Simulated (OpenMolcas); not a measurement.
# CHFO (formyl fluoride): levels of theory compared

Wanted: a comparison of 6 runs (HF/STO-3G, UHF/STO-3G, B2PLYP/STO-3G, UB3LYP/STO-3G, MP2/STO-3G, ACPF/STO-3G) of CHFO (formyl fluoride). 

Program for the calculation: OpenMolcas 26.06.

1 further run of the same task is left out (for a known fault of the program).

## 1. The molecule

The species is CHFO (4 atoms), meant as a singlet with charge 0. SMILES: `O=CF`. The C2–H4 distance was set to 2.194 Å, away from the relaxed value. At this shape a bond of the SMILES string is far longer than usual.

Bond lengths: O1–C2 1.174 Å, C2–F3 1.336 Å. Angles: O1–C2–F3 122.9°.

## 2. A single-point energy at HF/STO-3G (run 1)

Contents of coord.xyz:

```xyz
4

O     -1.286267    -0.554396     1.516888
C     -0.443327    -0.688056     0.710768
F      0.188273    -1.847386     0.507328
H      0.350540     0.823120    -0.667550
```

Contents of job.input:

```
&GATEWAY
  BasLib = $CurrDir
  Coord = coord.xyz
  Basis = STO-3G
  Group = NoSym

&SEWARD

&SCF
  Thresholds = 1e-10 1e-07 1e-07 1e-05
  PrOrbitals = 1 1
```

The basis set STO-3G is read from a file made from the Basis Set Exchange's data (not shown).

Started as:

```console
$ export MOLCAS_MEM=1860
$ pymolcas job.input > job.log
```

The log of the run:

```text
--- Start Module: gateway ---
[...]
--- Stop Module: gateway /rc=_RC_ALL_IS_WELL_ ---
--- Start Module: seward ---
[...]
      Basis functions           16
--- Stop Module: seward /rc=_RC_ALL_IS_WELL_ ---
--- Start Module: scf ---
[...]
       Convergence after  15 Iterations
[...]
::    Total SCF energy                               -209.5823017784
[...]
      Total spin, S                                     0.0000000000
[...]
      Total electronic charge=   24.000000
      Total            charge=   -0.000000
[...]
      Dipole Moment (debye):
      Origin of the operator (angstrom)=   -0.4576   -1.0706    0.8699
                   X=  5.9956E-01               Y= -8.5871E-02               Z= -5.7685E-01           Total=  8.3643E-01
      Quadrupole Moment (debye*angstrom):
[...]
--- Stop Module: scf /rc=_RC_ALL_IS_WELL_ ---
[...]
```

It took 1.6 s on 1 thread of Arm Neoverse V1, shared host; peak memory 0.37 GiB.

## 3. A single-point energy at UHF/STO-3G (run 2)

coord.xyz is that of step 2.

Contents of job.input:

```
&GATEWAY
 BASLIB
 $CurrDir
 COORD
 coord.xyz
 BASIS
 STO-3G
 GROUP
 NoSym

&SEWARD

&SCF
 UHF
 THRESHOLDS
 1e-10 1e-07 1e-07 1e-05
 SCRAMBLE
 0.25
 PRORBITALS
 1 1
```

The basis set STO-3G is read from a file made from the Basis Set Exchange's data (not shown).

Started as:

```console
$ export MOLCAS_MEM=1860
$ pymolcas job.input > job.log
```

The log of the run:

```text
--- Start Module: gateway ---
[...]
--- Stop Module: gateway /rc=_RC_ALL_IS_WELL_ ---
--- Start Module: seward ---
[...]
      Basis functions           16
--- Stop Module: seward /rc=_RC_ALL_IS_WELL_ ---
--- Start Module: scf ---
[...]
       Convergence after  30 Iterations
[...]
::    Total SCF energy                               -209.6823533256
[...]
      Total spin, S                                     0.6087243049
[...]
      Total electronic charge=   24.000000
      Total            charge=   -0.000000
[...]
      Dipole Moment (debye):
      Origin of the operator (angstrom)=   -0.4576   -1.0706    0.8699
                   X=  5.6598E-01               Y=  4.4376E-02               Z= -5.9198E-01           Total=  8.2021E-01
      Quadrupole Moment (debye*angstrom):
[...]
--- Stop Module: scf /rc=_RC_ALL_IS_WELL_ ---
[...]
```

It took 2.1 s on 1 thread of Arm Neoverse V1, shared host; peak memory 0.37 GiB.

Run 3 isn't shown in full; the table further down has it.

## 4. The energy at UB3LYP/STO-3G (run 4)

coord.xyz is that of step 3.

Contents of job.inp:

```
&GATEWAY
  BASLIB
  $CurrDir
  COORD
  coord.xyz
  BASIS
  STO-3G
  GROUP
  NoSym

&SEWARD
  GRIDINPUT
  Grid=UltraFine
  End of Grid

&SCF
  UHF
  KSDFT
  B3LYP
  THRESHOLDS
  1e-10 1e-07 1e-07 1e-05
  SCRAMBLE
  0.25
  PRORBITALS
  1 1
```

The basis set STO-3G is read from a file made from the Basis Set Exchange's data (not shown).

Started as:

```console
$ export MOLCAS_MEM=1860
$ pymolcas job.inp > job.log
```

The log of the run:

```text
--- Start Module: gateway ---
[...]
--- Stop Module: gateway /rc=_RC_ALL_IS_WELL_ ---
--- Start Module: seward ---
[...]
      Basis functions           16
--- Stop Module: seward /rc=_RC_ALL_IS_WELL_ ---
--- Start Module: scf ---
[...]
       Convergence after  27 Iterations
[...]
::    Total KS-DFT energy                            -210.6021440489
[...]
      Total spin, S                                     0.4237085209
[...]
      Total electronic charge=   24.000000
      Total            charge=   -0.000000
[...]
      Dipole Moment (debye):
      Origin of the operator (angstrom)=   -0.4576   -1.0706    0.8699
                   X=  4.7456E-01               Y= -6.5191E-01               Z= -2.3574E-01           Total=  8.4010E-01
      Quadrupole Moment (debye*angstrom):
[...]
--- Stop Module: scf /rc=_RC_ALL_IS_WELL_ ---
[...]
```

Wall time 11 s (1 thread of Arm Neoverse V1, shared host); peak memory 0.37 GiB.

Run 5 isn't shown in full; the table further down has it.

## 5. A single-point energy at ACPF/STO-3G (run 6)

coord.xyz is that of step 4.

Contents of job.input:

```
&GATEWAY
  BasLib
  $CurrDir
  Coord
  coord.xyz
  Basis
  STO-3G
  Group
  NoSym

&SEWARD

&SCF
  Thresholds
  1e-10 1e-07 1e-07 1e-05
  PrOrbitals
  1 1

&MOTRA
  Frozen
  3

&GUGA
  Electrons
  18
  Spin
  1
  Inactive
  9
  Active
  0
  CIAll
  1

&CPF
  ACPF
```

The basis set STO-3G is read from a file made from the Basis Set Exchange's data (not shown).

Started as:

```console
$ export MOLCAS_MEM=1860
$ pymolcas job.input > job.log
```

The log of the run:

```text
--- Start Module: gateway ---
[...]
--- Stop Module: gateway /rc=_RC_ALL_IS_WELL_ ---
[...]
      Basis functions           16
[...]
       Convergence after  15 Iterations
[...]
::    Total SCF energy                               -209.5823017784
[...]
      Total spin, S                                     0.0000000000
[...]
      *** WARNING: Default frozen orbitals is overwritten by user input.
      *** Default values:   3
[...]
--- Start Module: guga ---
[...]
--- Stop Module: guga /rc=_RC_ALL_IS_WELL_ ---
--- Start Module: cpf ---
[...]
      Active orbitals                            0       0
[...]
      Spin quantum number                      0.0
[...]
     FINAL ACPF ENERGY        -209.88382517
     FINAL CORRELATION ENERGY   -0.30152340  REFERENCE ENERGY    -209.58230178
[...]
      Title:  ACPF natural orbitals
[...]
      Total electronic charge=   24.000000
      Total            charge=    0.000000
[...]
      Dipole Moment (debye):
      Origin of the operator (angstrom)=   -0.4576   -1.0706    0.8699
                   X= -9.6014E-02               Y= -6.6938E-01               Z=  3.5073E-01           Total=  7.6177E-01
      Quadrupole Moment (debye*angstrom):
[...]
--- Stop Module: cpf /rc=_RC_ALL_IS_WELL_ ---
[...]
```

Wall time 1.8 s (1 thread of Arm Neoverse V1, shared host); peak memory 0.37 GiB.

## 6. The series

```csv
run,level,scramble,frozen core orbitals,energy (Eh),dipole moment (D) of the reference,HOMO energy (eV),LUMO energy (eV),wall time
1,HF/STO-3G,–,–,-209.582302,0.84,-7.00,3.26,1.6 s
2,UHF/STO-3G,0.25,–,-209.682353,0.82,-9.25,6.24,2.1 s
3,B2PLYP/STO-3G,–,3,-210.333789,0.74,-5.47,1.15,4.2 s
4,UB3LYP/STO-3G,0.25,–,-210.602144,0.84,-4.28,0.28,11 s
5,MP2/STO-3G,–,3,-209.783387,0.84,-7.00,3.26,1.7 s
6,ACPF/STO-3G,–,3,-209.883825,0.84,-7.00,3.26,1.8 s
```

## 7. Summary of results

```
                                          quantity          value
                               run 6: total energy  -209.88383 Eh
         run 6: dipole moment (mean-field density)         0.84 D
        run 6: HOMO energy (Hartree–Fock orbitals)       -7.00 eV
        run 6: LUMO energy (Hartree–Fock orbitals)        3.26 eV
      run 6: HOMO–LUMO gap (Hartree–Fock orbitals)       10.27 eV
run 6: correlation energy (3 core orbitals frozen)     -301.5 mEh
```

**Reading.** Below the UHF energy at the same shape and in the same basis (STO-3G): MP2 -101.0 mEh; ACPF -201.5 mEh. Some of these start from another determinant than that one, so these aren't their correlation energies. Over runs 1, 2, 3, 4 the dipole moment (its size) runs from 0.74 D (B2PLYP/STO-3G) to 0.84 D (UB3LYP/STO-3G). A double hybrid's value is that of its SCF part. Over runs 1, 2, 3, 4 the HOMO–LUMO gap runs from 4.55 eV (UB3LYP/STO-3G) to 15.49 eV (UHF/STO-3G). For B2PLYP the log adds the whole second-order term; the table takes 0.27 of it, as the functional is defined. Totals of different functionals can't be ranked against each other. In runs 1, 2, 3, 4, 5, 6 the basis is minimal, so the values are rough. In runs 1, 3, 5, 6 a closed-shell determinant meets a far-stretched bond, which it describes badly. Spin contamination of the reference: run 2 ⟨S²⟩ = 0.98, run 4 ⟨S²⟩ = 0.60. Where it is this large, the reference is a mixture of spin states, and values that rest on it are in doubt. All runs together took 22 s, the longest 11 s.
